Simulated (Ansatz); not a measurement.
Coupled-cluster diagnostics for Li3H2, Ansatz.

Geometry of the doublet (PBE-D4/def2-TZVP):

Cartesian coordinates in Å:
```
Li -0.103 -1.221 -0.773
Li -0.693 0.043 1.152
Li 0.765 1.185 -0.324
H -0.928 0.446 -0.611
H 0.958 -0.452 0.557
```

Correlated methods freeze no core orbitals; core or outer-core shells of Li are correlated, in sets that lack core-valence functions. In CCSD on the charge 0 doublet the largest single amplitude is 0.42, so its Hartree–Fock determinant may place the open shell otherwise than the density functionals do. Another isomer (doublet) lies 0.62 eV lower at PBE0-D4/def2-TZVP; other spin states weren't run for this one.

Q: Estimate the CCSD(T) correlation energy, the shares of MP2 and (T), T1 and the reference's ⟨S²⟩ for: charge 0, doublet, own geometry in def2-TZVPP; and the rough time on 4 threads of Arm Neoverse V1 on a shared host.

A: 
| state | basis | correlation (eV) | MP2 share (%) | (T) share (%) | T1 | ⟨S²⟩ (pure) | wall time | remarks |
| --- | --- | --- | --- | --- | --- | --- | --- | --- |
| charge 0, doublet, own geometry | def2-TZVPP | -5.187 | 82.6 | 0.9 | 0.118 | 0.75 (0.75) | 3 s | large T1 (0.118) |
Customary marks for T1 are 0.02 (closed shells), 0.045 (open shells) and about 0.05 (3d metals). T1 exceeds 0.02 in 1 of 1 rows and 0.045 in 1; the higher it lies, the less the single-reference result can be trusted.
